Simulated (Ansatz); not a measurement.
# Scan of [OH···H···SiH], doublet

Starting geometry:

```yaml
atoms:
  - { symbol: O, position_ang: [-1.7301, 0.0118, 0.0000] }
  - { symbol: H, position_ang: [-1.9794, 0.9384, 0.0000] }
  - { symbol: H, position_ang: [-0.7705, 0.0118, 0.0000] }
  - { symbol: Si, position_ang: [1.0329, 0.0118, 0.0000] }
  - { symbol: H, position_ang: [1.4294, -1.4677, 0.0000] }
```

From there atom H3 is moved from one fragment to the other while all else, the fragments' distance too, stays fixed; atoms are numbered as listed. Energies are in eV, counted from the starting geometry at the same level. Kohn–Sham curves are unrestricted where that lies lower.

Basis cc-pVDZ; Ansatz 0.2.0. Only valence electrons are correlated (noble-gas cores frozen). R marks a restricted (for open shells ROHF) determinant, U an unrestricted one.

Coupled cluster chose its determinant by a search with trial CCSD, here up to 0.08 eV above the lowest Hartree–Fock solution of its kind. The reference follows the lowest state, whose symmetry changes along the scan.

Full CI isn't at hand for all of this; UCCSDT(Q) serves as the reference, and is uncertain by the last step of the cluster series or more.

| distance O1-H3 (Å) | B2PLYP |
| --- | --- |
| 0.892 | 0.109 |
| 0.960 | 0.000 |
| 1.011 | 0.087 |
| 1.115 | 0.428 |
| 1.167 | 0.637 |
| 1.219 | 0.857 |

Question: Estimate the UCCSDT(Q) curve in cc-pVDZ from this one, knowing how B2PLYP differs from it in such a basis.

Answer: The computed UCCSDT(Q) values, in eV from the starting point, and the difference of B2PLYP against them:
```tsv
distance O1-H3 (Å)	UCCSDT(Q)	B2PLYP less UCCSDT(Q)
0.892	0.099	0.010
0.960	0.000	0.000
1.011	0.097	-0.010
1.115	0.518	-0.090
1.167	0.742	-0.105
1.219	0.971	-0.114
```

The difference spans 0.124 eV and is largest, -0.114 eV, at 1.219 Å.

In so small a basis the reference is far from its limit. A double hybrid takes much of its correlation from a semilocal functional, which needs less basis, so its difference from the reference holds the reference's basis and frozen-core error beside its own.
